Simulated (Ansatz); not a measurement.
**C3H3ClO: a ladder of functionals and wavefunction methods**

One table from this session's results is given with a row withheld; the runs are named, their logs left out.

Method: functionals in def2-TZVPP, the program's frozen cores in correlated methods; program: Ansatz 0.2.0, Gaussian basis.

Plan: LDA (SPW92), PBE-D4, revPBE-D4, BLYP-D4, r2SCAN-D4, B97M-V, PBE0-D4, B3LYP-D4, r2SCANh-D4, r2SCAN0-D4, HSE06-D4, BHLYP-D4, CAM-B3LYP-D4, LC-ωPBE, ωB97X-V, ωB97M-V, B2PLYP, PBE-QIDH; CCSD(T)/def2-SVP; CCSD(T)/def2-TZVPP; MP2/def2-QZVPP; extrapolation to the limit; RPA on PBE.

### Structure used throughout

All runs share one geometry, relaxed beforehand with PBE0-D4 in a triple-zeta def2 set.

SMILES `CC(Cl)=C=O`, 8 atoms, charge 0, spin multiplicity 1.

Atoms are counted from 1 here; the program's logs count them from 0.

Bond lengths: C1–C2 1.489 Å, C1–H6 1.093 Å, C1–H7 1.092 Å, C1–H8 1.093 Å, C2–Cl3 1.733 Å, C2–C4 1.312 Å, C4–O5 1.159 Å. Angles: C2–C1–H6 110.7°, C2–C1–H7 110.4°, C2–C1–H8 110.7°, H6–C1–H7 108.2°, H6–C1–H8 108.4°, H7–C1–H8 108.2°, C1–C2–Cl3 119.4°, C1–C2–C4 124.4°, Cl3–C2–C4 116.2°, C2–C4–O5 179.5°.

The first run:

Input file in.yaml:

```yaml
crystal:
  periodic: [false, false, false]
  atoms:
    - {symbol: C, position_ang: [-0.665150, -0.612864, 0.396421]}
    - {symbol: C, position_ang: [0.519725, 0.212730, 0.031777]}
    - {symbol: Cl, position_ang: [1.919465, 0.189196, 1.053106]}
    - {symbol: C, position_ang: [0.590732, 0.978444, -1.031429]}
    - {symbol: O, position_ang: [0.644233, 1.652136, -1.973146]}
    - {symbol: H, position_ang: [-1.058451, -0.315794, 1.372310]}
    - {symbol: H, position_ang: [-1.458002, -0.488309, -0.343604]}
    - {symbol: H, position_ang: [-0.400252, -1.672738, 0.438766]}
basis:
  gaussian: {orbitals: def2-TZVPP}
hamiltonian: {xc: lda}
output: {orbitals: {seedname: orbitals}}
```

Command:

```console
$ ansatz run in.yaml --threads 2 --pin off --events-out ev --progress --plain --max-ram 4352MiB
```

Steps of the session up to this table: LDA; PBE-D4 (GGA); revPBE-D4 (GGA); BLYP-D4 (GGA); r2SCAN-D4 (meta-GGA); B97M-V (meta-GGA); B3LYP-D4 (hybrid); r2SCANh-D4 (hybrid); r2SCAN0-D4 (hybrid); HSE06-D4 (hybrid); BHLYP-D4 (hybrid); CAM-B3LYP-D4 (range-separated); LC-ωPBE (range-separated); ωB97X-V (range-separated); ωB97M-V (range-separated); B2PLYP (double hybrid); PBE-QIDH (double hybrid).

One of the session's tables, all rows but one given; the rest of the session is left out.

It belongs to the step «Orbital energies across the functionals». 

```
  functional  HOMO (eV)  LUMO (eV)  gap (eV)
 LDA (SPW92)      -5.51      -3.10      2.41
      PBE-D4      -5.34      -2.82      2.52
   revPBE-D4      -5.28      -2.72      2.56
     BLYP-D4          ?          ?         ?
   r2SCAN-D4      -5.56      -2.63      2.93
      B97M-V      -5.63      -2.45      3.18
     PBE0-D4      -6.57      -1.72      4.85
    B3LYP-D4      -6.37      -1.96      4.41
  r2SCANh-D4      -6.02      -2.22      3.80
  r2SCAN0-D4      -6.72      -1.61      5.11
    HSE06-D4      -6.17      -2.11      4.07
    BHLYP-D4      -7.71      -0.45      7.25
CAM-B3LYP-D4      -7.90      -0.49      7.41
     LC-ωPBE      -9.19       0.75      9.94
     ωB97X-V      -8.85       0.67      9.52
     ωB97M-V      -8.73       0.61      9.34
```

Q: Estimate the row for BLYP-D4 from the others.

Worked estimate for «HOMO (eV)». Against the share of exact exchange, B3LYP-D4 (0.2, -6.37), BHLYP-D4 (0.5, -7.71) give a slope of -4.47 per unit share; at 0 the line stands at -5.48.

**Answer.** HOMO (eV): -5.22; LUMO (eV): -2.67; gap (eV): 2.55. In «HOMO (eV)» the line misses by -0.26.
